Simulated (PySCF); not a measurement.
Cartesian coordinates in Å; atom numbers follow the order of the lines, from 1:
```xyz
21

F     0.225    2.333   -0.051
B     0.222    1.086   -0.633
F     0.113    1.166   -2.003
N    -0.956    0.227   -0.056
C    -2.252    0.532   -0.115
C    -3.024   -0.489    0.481
C    -2.131   -1.456    0.917
C    -0.832   -0.997    0.578
C     0.422   -1.559    0.795
C     1.587   -0.915    0.393
C     2.950   -1.285    0.527
C     3.700   -0.263   -0.037
C     2.779    0.700   -0.503
N     1.530    0.311   -0.247
H    -2.584    1.461   -0.578
H    -4.108   -0.497    0.572
H    -2.355   -2.392    1.426
H     0.494   -2.524    1.299
H     3.312   -2.200    0.994
H     4.783   -0.199   -0.114
H     2.974    1.647   -1.007
```

- shieldings: GIAO B97-2/pcSseg-1
- PBE0-D3(BJ)/def2-SVP geometry
- J couplings at B3LYP/pcJ-1 (spin–dipole term only in couplings to heteroatoms)
- program: PySCF 2.14
- rapidly exchanging positions averaged, no relativistic terms, one conformer, no solvent model

Problem. Predict the 2D correlation tables (HSQC, COSY, HMBC).

Solution. 

HSQC (one-bond C–H):
```tsv
δH	δC	¹J(C,H) (Hz)
7.85 (H15/H21)	149.0 (C5/C13)	196
7.04 (H17/H19)	132.9 (C7/C11)	182
6.90 (H18)	132.1 (C9)	169
6.53 (H16/H20)	120.3 (C6/C12)	185
```

COSY cross peaks (|J| ≥ 2 Hz):
```tsv
δH	δH	abs. J (Hz)	bonds
7.85 (H15/H21)	6.53 (H16/H20)	2.3	3
7.04 (H17/H19)	6.53 (H16/H20)	4.7	3
```

HMBC (two and three bonds, |J| ≥ 2.5 Hz):
```tsv
δH	δC [abs. J in Hz]
7.85 (H15/H21)	135.6 (C8/C10) [9.8], 132.9 (C7/C11) [6.8], 120.3 (C6/C12) [9.7]
7.04 (H17/H19)	149.0 (C5/C13) [10.0], 135.6 (C8/C10) [10.4], 120.3 (C6/C12) [4.2]
6.90 (H18)	135.6 (C8/C10) [4.2], 132.9 (C7/C11) [2.9]
6.53 (H16/H20)	149.0 (C5/C13) [9.5], 135.6 (C8/C10) [9.2], 132.9 (C7/C11) [4.7]
```

References, each an isolated molecule treated in the same way: TMS for ¹H (31.38 ppm), ¹³C (183.69 ppm).

Unscaled 3J(H,H) at this level run about 10 % above measured values. Shifts are as computed. Against solution values, carbons near 30 ppm lie about +1 ppm off and those near 130 ppm about +2 ppm. Of 1309 compounds with measured shifts, 239 miss one by over three times the rms of a fit or turn the order of signals round; such compounds aren't used in these exercises.
